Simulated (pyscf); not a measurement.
Homolytic dissociation enthalpies at 298 K of Ge–H, H–Si, H–Sn bonds in 8 gas-phase molecules, in kJ/mol. PySCF, gas phase, ωB97X-D3(BJ)/def2-SVP geometries. Correlated levels are frozen-core, on RHF or UHF. ΔMP2 is the change of the MP2 total energy from the triple- to the quadruple-zeta basis. Both columns use the same structures and thermal terms. Rows were drawn at random from the closed-shell molecules with such a bond whose radicals are computed, keep their shape and have no isomer in the data more than 5 kcal/mol lower.

| row | molecule | radicals | PBE/def2-TZVP | CCSD(T)/def2-TZVPP + ΔMP2(QZVPP) |
|---|---|---|---|---|
| 1 | HS–GeH₃ | HS–GeH₂• + H• | 319.2 | 349.0 |
| 2 | HO–SnH₃ | HO–SnH₂• + H• | 286.6 | 316.9 |
| 3 | SiH₄ | SiH₃• + H• | 360.7 | 383.2 |
| 4 | H₂N–GeH₂–Cl | H₂N–GeH•–Cl + H• | 317.7 | 354.7 |
| 5 | H₃Si–NH–SiH₃ | •H₂Si–NH–SiH₃ + H• | 351.8 | 381.4 |
| 6 | Cl–SiH(Cl)–Cl | Cl–Si•(Cl)–Cl + H• | 352.4 | ? |
| 7 | HO–SiH(F)–Cl | HO–Si•(F)–Cl + H• | 374.8 | 410.3 |
| 8 | F–SnH(F)–F | F–Sn•(F)–F + H• | 273.0 | 316.5 |

Question: Fit a line that carries the PBE values to the last column and predict row 6.

Answer: In the 7 complete rows the last column lies 22.5 to 43.5 kJ/mol from PBE (mean 32.6, median 30.3). Least squares gives y = 62.0 + 0.91·x with residuals of 5.3 kJ/mol (root mean square). For row 6: 62.0 + 0.91 × 352.4 = 382.7 kJ/mol. The computed value is 388.4 kJ/mol, 5.7 over the line. The CCSD(T) − MP2 part came from Ansatz, without density fitting, on the same reference. The frozen core leaves the outer d or s,p core shells of the metals and heavy elements correlated in the MP2 and CC values, and def2-TZVPP describes them poorly, which can shift differences by a few kcal/mol. Elements up to Kr have no core potential and no relativistic terms here. Elements past Kr carry the def2 core potentials, without spin-orbit coupling.
